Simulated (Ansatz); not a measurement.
Results of PBE in Ansatz (PAW) for cubic perovskite BaTiO₃ (cubic high-temperature phase).

Settings: plane-wave cutoff 520 eV, 8×8×8 k mesh, Fermi–Dirac smearing 0.01 eV, no spin polarisation, scalar-relativistic PAW data made under PBE.

A third-order Birch–Murnaghan fit to the energies gives V0 = 12.986 Å³/atom, B0 = 163 GPa, B′ = 4.5.

| V (Å³/atom) | P (GPa) |
|---|---|
| 12.207 | 11.58 |
| 12.467 | 7.29 |
| 12.727 | [?] |
| 12.986 | 0.00 |
| 13.246 | [?] |
| 13.506 | [?] |
| 13.766 | [?] |

Question: Estimate the withheld pressures from this fit; the answers are the runs' own values.

Answer: 
- 12.727, P (GPa): 3.44
- 13.246, P (GPa): -3.08
- 13.506, P (GPa): -5.84
- 13.766, P (GPa): -8.32

The formula P = (3/2) B0 (x^(7/3) − x^(5/3)) [1 + (3/4)(B′ − 4)(x^(2/3) − 1)] with x = V0/V meets the computed pressures within 0.03 GPa when these rounded values are put in.

Measured, for comparison: bulk modulus 162 GPa (temperature not stated, not corrected to a static lattice, our sources range from 162 to 173; as tabulated in Matsushita et al. (2011), arXiv:1104.2769). Computed (rounded) less measured: bulk modulus +0.6 % (inside the range of the sources held).

Note: the relaxation could not lower the start's symmetry, so the cell can be a saddle point above a distorted one.

Spin–orbit coupling is not included.

The computed numbers hold no vibrational or temperature effects.

The result took about 60 core-seconds (a rough figure).

Ansatz is a first-principles code.
